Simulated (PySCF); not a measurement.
boron trihydride, BH3, SMILES B, point group D3h.

Level: B3LYP/pcJ-1 in PySCF (density fitting, grid level 2); geometry and Hessian at that level, cubic constants and property derivatives from steps of ±0.6 along each species' dimensionless normal coordinates, second-order vibrational perturbation theory. The parent has the commonest isotopes.

Equilibrium geometry (Å):

```tsv
atom	x	y	z
B1	0.0102	0.0048	-0.0229
H2	-0.8558	-0.8094	-0.0396
H3	-0.2619	1.1615	0.0128
H4	1.1485	-0.3377	-0.0418
```

Species: ¹⁰B at 1. Output of the displacement run:

```
mode    cm-1    km/mol   phi_rrr   E(+)/cm-1  E(-)/cm-1
  1   1173.36   100.89      -0.0     211.63     211.63
  2   1210.77    15.37     -39.9     216.83     219.71
  3   1210.86    15.36      95.0     221.69     214.83
  4   2563.15     0.00     813.5     491.80     433.29
  5   2706.24   127.20    -560.3     469.38     509.60
  6   2706.31   127.20    -408.1     474.84     504.14
```

For the shielding of H3 (σe = 23.51 ppm):

```
mode  ω (cm⁻¹)  Σr φrrs (cm⁻¹)  ∂σ/∂q  ∂²σ/∂q²
   1      1173               0  0.000   -0.239
   2      1211               0  0.374   -0.395
   3      1211              -1  0.146   -0.795
   4      2563            2068  0.543   -0.018
   5      2706              -1  0.172   -0.061
   6      2706              -1  0.191   -0.065
```

Q: Work out the zero-point average of this shielding.

A: With ⟨qs⟩ = −Σr φrrs/(4ωs) and ⟨qs²⟩ = 1/2: the mean displacements are 0.000, 0.000, 0.000, -0.202, 0.000, 0.000. The anharmonic term Σ (∂σ/∂q)⟨q⟩ is -0.11 ppm, the harmonic term ¼ Σ ∂²σ/∂q² is -0.39 ppm, so ⟨σ⟩ = 23.00 ppm.
